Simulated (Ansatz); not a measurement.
**CH₆SSi: small, medium and large basis sets**

The task here is to estimate one member of a computed series from the others.

The runs use Ansatz 0.2.0, Gaussian basis; one geometry, several basis sets.

Plan: PBE0-D4/def2-SVP; ωB97M-V/def2-SVP; PBE0-D4/def2-QZVPP; ωB97M-V/def2-QZVPP; the functionals' def2-TZVPP values are taken from earlier runs.

## The relaxed structure

All runs share one geometry, relaxed beforehand with PBE0-D4 in a triple-zeta def2 set.

SMILES `CS[SiH3]`, 9 atoms, charge 0, spin multiplicity 1.

Atoms are counted from 1 here; the program's logs count them from 0.

Bond lengths: C1–S2 1.816 Å, C1–H4 1.090 Å, C1–H5 1.090 Å, C1–H6 1.090 Å, S2–Si3 2.124 Å, Si3–H7 1.483 Å, Si3–H8 1.488 Å, Si3–H9 1.488 Å. Angles: S2–C1–H4 111.1°, S2–C1–H5 106.8°, S2–C1–H6 111.1°, H4–C1–H5 108.9°, H4–C1–H6 110.0°, H5–C1–H6 108.9°, C1–S2–Si3 99.1°, S2–Si3–H7 106.4°, S2–Si3–H8 111.1°, S2–Si3–H9 111.1°, H7–Si3–H8 110.1°, H7–Si3–H9 110.1°, H8–Si3–H9 107.9°.

The first run:

The input, in.yaml:

```yaml
crystal:
  periodic: [false, false, false]
  atoms:
    - {symbol: C, position_ang: [-0.689302, 1.018261, -0.888089]}
    - {symbol: S, position_ang: [1.021467, 0.429146, -0.730313]}
    - {symbol: Si, position_ang: [0.748583, -0.986597, 0.829700]}
    - {symbol: H, position_ang: [-1.359333, 0.206856, -1.172293]}
    - {symbol: H, position_ang: [-0.691676, 1.769919, -1.676857]}
    - {symbol: H, position_ang: [-1.033246, 1.478296, 0.038273]}
    - {symbol: H, position_ang: [2.081281, -1.581821, 1.092742]}
    - {symbol: H, position_ang: [-0.216046, -2.046390, 0.428823]}
    - {symbol: H, position_ang: [0.226870, -0.333868, 2.061015]}
basis:
  gaussian: {orbitals: def2-SVP}
hamiltonian: {xc: pbe0, dispersion: d4}
output: {orbitals: {seedname: orbitals}}
```

On the command line:

```sh
$ ansatz run in.yaml --threads 4 --pin off --events-out ev --progress --plain --max-ram 10444MiB
```

Steps of the session up to this table: PBE0-D4 in def2-SVP; ωB97M-V in def2-SVP; PBE0-D4 in def2-QZVPP; ωB97M-V in def2-QZVPP.

One of the session's tables, all rows but one given; the rest of the session is left out.

It belongs to the step «Functionals by basis». 

```
functional       basis  HOMO (eV)  LUMO (eV)
   PBE0-D4    def2-SVP      -6.86       0.59
   PBE0-D4  def2-TZVPP      -6.95       0.16
   PBE0-D4  def2-QZVPP          ?          ?
   ωB97M-V    def2-SVP      -9.02       2.51
   ωB97M-V  def2-TZVPP      -9.14       1.88
   ωB97M-V  def2-QZVPP      -9.17       1.46
```

Estimate the missing values for PBE0-D4, def2-QZVPP.

**Answer.** HOMO (eV): -6.97; LUMO (eV): -0.01. In the column «HOMO (eV)» it lies between ωB97M-V, def2-SVP (-9.02) and PBE0-D4, def2-TZVPP (-6.95).
